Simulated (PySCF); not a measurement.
**C2H2Br−, a complex of two parts: interaction energy**

An exercise on one series of results from a longer session: the logs are not shown, and one member is left open.

Computed with PySCF 2.14.0; each step states its level. No surroundings beyond the atoms listed, unless a continuum is named. Atoms count from 0, parts from 1.

## The system as given

5 atoms, charge -1, multiplicity 1; geometry: GFN2-xTB. Parts: 1 = atoms 0–3, `C#C`, charge 0; 2 = atom 4, `[Br-]`, charge -1.

The first run:

Job settings and geometry (Å):

```
{"job": {"xc": "PBE0", "basis": "def2-SVPD", "d3": "d3bj", "grid": 2, "kind": "geom"}, "charge": -1, "multiplicity": 1, "parts": [{"atoms": "0-3", "charge": 0, "multiplicity": 1}, {"atoms": "4-4", "charge": -1, "multiplicity": 1}]}
C     -0.576956    -0.025430    -0.154544
C      0.599248     0.013283     0.053700
H     -1.619426    -0.059634    -0.338574
H      1.634562     0.047298     0.236968
Br    -4.156232    -0.142967    -0.786831
```

The run is started by

```bash
OMP_NUM_THREADS=1 python cluster_run.py task.json out
```

One launch serves the whole session: the jobs run in the order shown.

Among the steps run: Geometry optimisation at PBE0-D3(BJ)/def2-SVPD; Coupled-cluster interaction energy: CCSD(T) and MP2.

One of the session's tables, all rows but one given; the rest of the session is left out.

It belongs to the step «Coupled-cluster interaction energy: CCSD(T) and MP2». 

| method | interaction energy (kcal/mol) |
| --- | --- |
| HF/aug-cc-pVDZ | -7.01 |
| MP2/aug-cc-pVDZ | -8.48 |
| CCSD/aug-cc-pVDZ | -7.80 |
| CCSD(T)/aug-cc-pVDZ | -8.13 |
| HF/aug-cc-pVTZ | -7.15 |
| MP2/aug-cc-pVTZ | -9.33 |
| SCS-MP2/aug-cc-pVTZ | -8.48 |
| MP2, extrapolated | -9.64 |
| CCSD(T), limit estimate | ? |

Q: Estimate the row for CCSD(T), limit estimate from the others.

The run gave: interaction energy (kcal/mol): -9.29. In the column «interaction energy (kcal/mol)» it lies between MP2/aug-cc-pVTZ (-9.33) and MP2/aug-cc-pVDZ (-8.48).

Limits of these values: The interaction energy leaves out the deformation of the parts, 0.50 kcal/mol (MP2); added to the CCSD(T) estimate it gives a binding of about -8.79 kcal/mol.
